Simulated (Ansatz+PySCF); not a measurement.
## doublet C3H6(+): levels of theory in one basis

```xyz
9

C     1.2913    0.1337    0.0000
C     0.0000    0.4792    0.0000
H     1.6012   -0.9074    0.0000
H     2.0808    0.8773    0.0000
H    -0.2632    1.5361    0.0000
C    -1.1398   -0.4923    0.0000
H    -0.7769   -1.5233    0.0000
H    -1.7755   -0.3529    0.8804
H    -1.7755   -0.3529   -0.8804
```

Basis set: cc-pVTZ (spherical functions). Correlated methods keep 3 orbitals frozen. Correlation on ROHF uses semicanonical orbitals with singles. Charge 1, multiplicity 2.

Computed with Ansatz (development build ahead of 0.2.0); each method stands on the lowest determinant of its kind that the runs found.

```json
{"method": "ROHF", "E − E(ROHF) (eV)": "0.00", "<S²> of the determinant": "0.75"}
{"method": "UHF", "E − E(ROHF) (eV)": "-0.08", "<S²> of the determinant": "0.76"}
{"method": "ROHF-MP2", "E − E(ROHF) (eV)": "-12.26", "<S²> of the determinant": "–"}
{"method": "UHF-MP2", "E − E(ROHF) (eV)": "-12.25", "<S²> of the determinant": "0.76"}
```
